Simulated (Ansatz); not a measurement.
# What a trial cell of HfF relaxes into

These are results of DFT PBE, scalar-relativistic, plane waves, PAW in Ansatz 0.2.0, not measurements. Cutoff 420 eV, Γ-centred k mesh, Gaussian smearing, no spin polarisation in the final step.

The start puts HfF on the rock salt structure type (Fm-3m, No. 225), with Hf in place of Na, F in place of Cl, at a guessed volume.

```yaml
crystal:
  lattice:
    - [0.00000, 2.48372, 2.48372]
    - [2.48372, 0.00000, 2.48372]
    - [2.48372, 2.48372, 0.00000]
  atoms:
    - { symbol: Hf, position: [0.00000, 0.00000, 0.00000] }
    - { symbol: F, position: [0.50000, 0.50000, 0.50000] }
```

Cell and atoms relax at zero pressure; the relaxation can't lower the symmetry of the start.

The zero of energy is the elements' standard structures at the same level (F₂ as a molecule); no fitted shifts are applied.

**Question.** What does it relax into?

**Answer.** It keeps Fm-3m (No. 225). The result has the rock salt structure. Conventional cell: a = 4.925 Å. Hf is coordinated by 6 F at 2.46 Å; around F lie 6 Hf at 2.46 Å.

```cif
data_structure
_symmetry_space_group_name_H-M 'Fm-3m'
_symmetry_Int_Tables_number 225
_cell_length_a 4.9253
_cell_length_b 4.9253
_cell_length_c 4.9253
_cell_angle_alpha 90.000
_cell_angle_beta 90.000
_cell_angle_gamma 90.000
_cell_volume 119.48
loop_
_atom_site_label
_atom_site_type_symbol
_atom_site_symmetry_multiplicity
_atom_site_Wyckoff_symbol
_atom_site_fract_x
_atom_site_fract_y
_atom_site_fract_z
_atom_site_occupancy
Hf1 Hf 4 a 0.00000 0.00000 0.00000 1
F1 F 4 b 0.50000 0.00000 0.00000 1
```

**Question.** What are its volume, energy, density and gap?

**Answer.** The volume per atom is 14.94 Å³. The density is 10.98 g/cm³ and the energy over the elements is -1.01 eV/atom. The gap on the 20×20×20 mesh is 0 eV (a metal).

The final run used a 20×20×20 mesh on its 2-atom cell and 0.10 eV smearing. For metals, differences of a few meV/atom aren't resolved. Spin–orbit coupling is left out. Symmetry constrained the relaxation, so the result can be a saddle point.

Cost: 2 runs of about 0.44 core-minutes in all, on Intel Xeon 6975P-C (Granite Rapids) (shared hosts).